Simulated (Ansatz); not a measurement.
# MgSi (singlet): from Hartree-Fock to the top rungs at distance Si1–Mg2 = 4.673 Å, cc-pVDZ

One table from this session's results is given with a row withheld; the runs are named, their logs left out.

Method: cc-pVDZ, core rule «outside noble gas», up to 10 orbitals frozen; program: Ansatz 0.2.0, Gaussian basis.

To be run: UHF; CCSD(T) on RHF; CCSD(T) on UHF; BCCD(T) on RHF; CISD; CCSDT(Q) on RHF; CCSDT(Q) on UHF; CCSDTQ on RHF; CASSCF and MRCISD+Q, 2 electrons in 2 orbitals; CASSCF and NEVPT2, 2 electrons in 2 orbitals; Full CI.

40 further runs of the same task are left out: 24 for a known fault of the program, 11 that didn't finish, 5 set aside as unsound or not needed.

**The system**

The geometry derives from a PBE0/def2-TZVP stationary point (not a proven minimum). One bond is set to the value named and the two fragments are kept rigid.

2 atoms, charge 0, spin multiplicity 1.

Atoms are counted from 1 here; the program's logs count them from 0.

No contacts short enough for the rule that draws bonds.

The first run:

in.yaml

```yaml
crystal:
  periodic: [false, false, false]
  atoms:
    - {symbol: Si, position_ang: [0.000000, 0.000000, 0.000000]}
    - {symbol: Mg, position_ang: [0.000000, 0.000000, 4.673000]}
basis:
  gaussian: {orbitals: cc-pVDZ}
magnetization: {spin_polarized: true, initial_magnetization: 0}
hamiltonian: {xc: hf}
output: {orbitals: {seedname: orbitals}}
```

Launch:

```console
$ ansatz run in.yaml --threads 1 --pin off --events-out ev --progress --plain --max-ram 2393MiB
```

Steps of the session up to this table: UHF; CCSD(T) on RHF; CCSD(T) on UHF; BCCD(T) on RHF; CISD; CCSDT(Q) on RHF; CCSDT(Q) on UHF; CCSDTQ on RHF; CASSCF and MRCISD+Q, 2 electrons in 2 orbitals; CASSCF and NEVPT2, 2 electrons in 2 orbitals; Full CI.

One of the session's tables, all rows but one given; the rest of the session is left out.

| method | from FCI (kcal/mol) |
| --- | --- |
| RHF | ? |
| RMP2 | +30.04 |
| CISD | +12.43 |
| RCCSD | +3.91 |
| RCCSD(T) | +1.95 |
| BCCD(T) | +2.00 |
| RCCSDT | +1.38 |
| RCCSDT(Q) | +0.61 |
| RCCSDTQ | +0.01 |
| CASSCF pair | +66.18 |
| NEVPT2 pair | +18.23 |
| MRCISD pair | +5.45 |
| MRCISD+Q pair | -1.75 |
| FCI | 0 |

**Question.** Estimate the row for RHF.

**Answer.** from FCI (kcal/mol): +78.45. In the column «from FCI (kcal/mol)» it is the highest.

Left out of the table: UHF, UMP2, UCCSD, UCCSD(T), UCCSDT, UCCSDT(Q) (another determinant or state than the rows shown).

Limits of these values: The report flags that the cluster equations may have other roots. The program flags RCCSDTQ as in doubt, so those rows may rest on another solution; read them beside their warnings. MRCISD+Q pair falls below full CI: the +Q correction isn't variational, and the cores differ from full CI's.
